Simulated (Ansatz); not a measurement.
A made-up structure of CH$_{3}$BSi, closed shell:

```xyz
6
angstrom
B -0.3278 -0.2191 -0.4943
C 0.1343 -0.1488 0.8765
Si 1.0669 1.1960 0.2442
H 2.1314 2.1115 0.0320
H 0.2341 0.7078 -1.2050
H -0.0548 -0.6969 1.7834
```

It is relaxed with PBE-D4/def2-SVP and then PBE0-D4/def2-TZVP (Ansatz 0.2.0). Atoms count as bonded within 1.22 times the sum of their covalent radii (H–H: 0.88 Å). The end point is not checked to be a true minimum.

(1) Does its bonding change? (Judge from chemistry; the calculation decides.)

Results:

(1) Computed: No: no bond forms or breaks.

Where it ends: The first stage lowers the energy by 2.56 eV in 17 steps. It ends as CH₃BSi ([BH]1[CH][SiH]1):
B1  (-0.024, 0.216, -0.631)
C2  (0.287, 0.030, 0.805)
Si3  (1.300, 1.290, 0.186)
H4  (2.343, 2.135, 0.834)
H5  (-0.668, -0.115, -1.570)
H6  (-0.054, -0.605, 1.613)
(Å)

Labels in which every atom is bracketed show which atoms are joined, not bond orders.

For scale, one of the runs: PBE0-D4/def2-TZVP relaxation, 117 basis functions, launched by `ansatz run in.yaml --threads 2 --pin off --events-out ev --progress --plain --max-ram 4352MiB`. Hardware: 2 CPU threads of an Arm Neoverse V1, shared host. Wall time about 12 s.
